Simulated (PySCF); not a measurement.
HN2, SMILES N#[NH+], charge +1. Geometry: B3LYP-D3(BJ)/def2-TZVPD. The isomer is the one that the SMILES or the coordinates give; other isomers of the formula were not compared.

Computed with PySCF with B3LYP-D3(BJ)/def2-TZVPD.

Harmonic wavenumbers (cm⁻¹): 719, 719, 2386, 3368. Rotational constants (GHz): 47.27 (linear); symmetry number 1.

Q: Work out the zero-point energy and the ideal-gas rigid-rotor harmonic-oscillator thermochemistry at 298.15 K and 1 atm.

A: ZPE = ½ Σ hcν = ½ × 7192 cm⁻¹ = 10.28 kcal/mol. H − E(el) = 12.49 kcal/mol. Entropy in cal/(mol K): translation 36.03, rotation 11.68, vibration 0.57, total 48.28. G − E(el) = -1.91 kcal/mol. Cp = 8.54 cal/(mol K).
